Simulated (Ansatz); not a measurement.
## Two structures, one formula

Two relaxed structures of CH3SSi (charge +1), closed shell (PBE0-D4/def2-TZVP; forces vanish, vibrations not checked).

A:

| atom | x (Å) | y (Å) | z (Å) |
| --- | --- | --- | --- |
| C1 | -0.4484 | -0.0042 | -0.0540 |
| Si2 | 0.5487 | -1.3292 | -0.1014 |
| S3 | 0.4174 | 0.0629 | 1.5627 |
| H4 | -1.2068 | 0.6922 | -0.3749 |
| H5 | 1.2249 | -2.5905 | -0.4364 |
| H6 | 1.4502 | 0.9245 | 1.3411 |

B:

```xyz
6
angstrom
C 0.2083 0.0873 0.3709
Si -0.8976 0.1161 -0.9312
S 1.0718 0.2748 1.6697
H -2.0774 -0.7535 -0.8274
H -0.5467 0.9489 -2.0898
H 2.0292 -0.6937 1.5229
```

Program: Ansatz 0.2.0. Basis: def2-TZVPP. Cores are frozen in the correlated methods. B3LYP uses VWN-RPA correlation.

Task: Which structure is lower at CCSD(T), and by how much? (An estimate is asked for; the value comes from the calculation.)

Result: By the calculation: B, by 1.17 kcal/mol (electronic energy, against the other). By their contacts, A is CH₃SSi ([CH]1[SiH][SH]1), total charge +1 and B is CH₃SSi ([SiH2][C][SH]), total charge +1.

Task: Do the other methods give the same order? (Judge from chemistry; the calculation decides.)

Result: Computed: Not all: PBE-D4, r2SCAN-D4, PBE0-D4, MP2 give the other order.

| method | E(B) − E(A) (kcal/mol) |
| --- | --- |
| PBE-D4 | 1.13 |
| r2SCAN-D4 | 0.01 |
| PBE0-D4 | 2.04 |
| B3LYP-D4 | -4.07 |
| wB97M-V | -0.18 |
| HF | -9.66 |
| MP2 | 3.55 |
| CCSD | -2.14 |
| CCSD(T) | -1.17 |

The T1 diagnostic stays at or below 0.025. The restricted Hartree–Fock reference is unstable towards an unrestricted one at one or more of these structures.

Labels in which every atom is bracketed show which atoms are joined, not bond orders.

For scale, one of the runs: CCSD(T)/def2-TZVPP, 157 basis functions, launched by `ansatz run in.yaml --threads 2 --pin off --events-out ev --progress --plain --max-ram 4352MiB`. Time: 10 s of wall clock on 2 CPU threads of an Intel Xeon Platinum 8488C; the host was shared. Peak host memory: 1 GiB.
